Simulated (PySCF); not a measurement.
Si3H8.
SMILES with atom numbers: `[SiH3:1][SiH2:2][SiH3:3]`

Lines to be assigned: Si 1s: 1845.94 (area 1), 1846.13 (area 2) eV; Si 2p3/2: 106.31 (area 1), 106.48 (area 2) eV.

Theory: delta-SCF UKS SCAN, pcX-2 on the ionised atom, pcseg-1 elsewhere, spin-free X2C (PySCF 2.14.0). Geometry: GFN2-xTB; no solvent, vibrations or thermal averaging.

Task: Order the silicon atoms by Si 1s binding energy.

Result: 1845.94 eV: Si2 (SiH2 silicon); 1846.13 eV: Si1/Si3 (SiH3 silicon). The 2 Si 1s values lie within 0.19 eV of each other; Gaussian lines of 0.5 eV full width would blend them into one maximum.

Task: Assign the Si 2p3/2 lines to atoms.

Result: 106.31 eV: Si2 (SiH2 silicon); 106.48 eV: Si1/Si3 (SiH3 silicon). The 2 Si 2p3/2 values lie within 0.17 eV of each other.

Bonded neighbours of each site: Si1/Si3: 3 H and Si; Si2: 2 H and 2 Si.

Task: Express the binding energy of Si 2p3/2 of Si1/Si3 in atomic units and per mole.

Result: 106.48 eV = 3.9131 Eh = 10274 kJ/mol.

Atoms equivalent by their bonding share one computed value, that of the first of them. Spin–orbit coupling isn't in the SCF: each 2p doublet comes from a relaxed spin-free hole plus a matrix of the shell (mean-field spin–orbit coupling and the ground-state 2p splitting), with 2p3/2 averaged over its two sublevels. 2p1/2 minus 2p3/2 (ligand field included): Si 0.62 eV.

The run took 8.7 s of wall time on an x86-64 server with one thread, on a shared host.
